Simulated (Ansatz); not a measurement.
Seven cases of ionisation energy with Al to Br (electronic energies, eV); geometries: B3LYP-D3(BJ)/def2-TZVP. The cases were drawn at random from those of this class that have a high level and all functionals, leaving out states under which another spin lies or may lie. Left out are anions, K, Ca, elements past Kr, ionisation of Li, Na and Mg, pi-pi* triplets of linear molecules and other triplets made from a closed-shell parent. Runs that doubt their state, and full CI more than 15 mEh from coupled cluster, are set aside; a case stays where another high level and all functionals remain. AFQMC serves as high level only in triple zeta or larger, with a steady walk, a bar under 0.8 kcal/mol and agreement with other high levels or trials where they ran; where none ran, an unstable determinant or (outside 3d species) a high T1 diagnostic also bars it, so strongly correlated cases are thinned. No case was kept or dropped by the size of a functional's miss. High levels with a bar over 0.5 kcal/mol are left out too, and the seventh case lies inside the range of the six. Affinities count positive where energy is released, gaps as the second state minus the first. PBE0 is by Ansatz (a program for electronic structure) in def2-TZVPD. High levels (Ansatz): P = CCSD(T)/CBS(cc-pV(Q+d)Z,cc-pV(5+d)Z) + [CCSDT(Q) - CCSD(T)]/cc-pV(T+d)Z + [CCSDTQ - CCSDT(Q)]/cc-pV(D+d)Z + core + X2C; Q = CCSD(T)/CBS(cc-pV(Q+d)Z,cc-pV(5+d)Z) + [CCSDT(Q) - CCSD(T)]/cc-pV(T+d)Z + core + X2C; R = CCSD(T)/CBS(cc-pV(T+d)Z,cc-pV(Q+d)Z) + [CCSDT(Q) - CCSD(T)]/cc-pV(D+d)Z + core + X2C; S = CCSD(T)/CBS(cc-pVQZ,cc-pV5Z) + [CCSDT(Q) - CCSD(T)]/cc-pVQZ + [CCSDTQ - CCSDT(Q)]/cc-pVDZ; T = CCSD(T)/CBS(def2-TZVPP,def2-QZVPP) + [CCSDT(Q) - CCSD(T)]/def2-SVP. Open shells are spin-unrestricted; no spin-orbit coupling. Correlated methods leave the cores frozen (noble-gas shells, and filled d and f shells in the p block). Rows without X2C or -DK are non-relativistic. CBS(X,Y): correlation extrapolated as X^-3, Hartree-Fock from the larger set (Q,5: extrapolated as (X+1)exp(-9√X)). A bracket is a step between two methods taken in the basis named. The functionals are non-relativistic, so their misses hold any scalar relativity. 'core' is core correlation in cc-pwCVTZ (1s frozen past Ne), 'X2C' scalar relativity in cc-pVTZ-DK, both at CCSD(T). The UHF reference of H2S2+ (parent SMILES SS, doublet) is spin-contaminated (<S^2> up to 0.03 over the pure value in the sets run). The spin of H2Cl2Si+ (parent SMILES Cl[SiH2]Cl, doublet) was assumed, and the state is the lowest solution found for it. The spin of H5PSi+ (parent SMILES [SiH3]P, doublet) was assumed, and the state is the lowest solution found for it. The spin of H6GeSi+ (parent SMILES [SiH3][GeH3], doublet) was assumed, and the state is the lowest solution found for it. The spin of H2S2+ (parent SMILES SS, doublet) was assumed, and the state is the lowest solution found for it. The spin of H3As+ (parent SMILES [AsH3], doublet) was assumed, and the state is the lowest solution found for it.

| case | PBE0 | level | high level |
|---|---|---|---|
| SiH2Cl2 (dichlorosilane, SMILES Cl[SiH2]Cl) → SiH2Cl2+ (parent SMILES [SiH2](Cl)Cl, doublet) | 11.16 | R | 11.64 |
| SiPH5 (silylphosphane, SMILES [SiH3]P) → SiPH5+ (parent SMILES [SiH3]P, doublet) | 8.92 | R | 9.10 |
| GeSiH6 (SMILES [SiH3][GeH3]) → GeSiH6+ (parent SMILES [SiH3][GeH3], doublet) | 9.42 | T | 9.54 |
| H2S2 (SMILES SS) → H2S2+ (parent SMILES SS, doublet) | 8.88 | Q | 9.06 |
| ClF (SMILES FCl) → ClF+ (parent SMILES FCl, doublet) | 12.49 | P | 12.69 |
| AsH3 (arsane, SMILES [AsH3]) → AsH3+ (parent SMILES [AsH3], doublet) | 9.63 | S | 9.69 |
| Si2H6 (silylsilane, SMILES [SiH3][SiH3]) → Si2H6+ (parent SMILES [SiH3][SiH3], doublet) | 9.56 | R | withheld |

Problem. Fit a straight line from PBE0 to the high level over the first six rows by least squares, predict the seventh, and compare with the calculation.

Solution. Means: PBE0 10.083, high level 10.287. Sxx = 10.3981, Sxy = 10.8635, slope 1.0448, intercept -0.248 eV; residual standard deviation 0.15 eV. Seventh row: 1.0448·(9.56) -0.248 = 9.74 eV. The calculation gave 9.74 eV: the line differs from it by +0.00, PBE0 itself by -0.18.
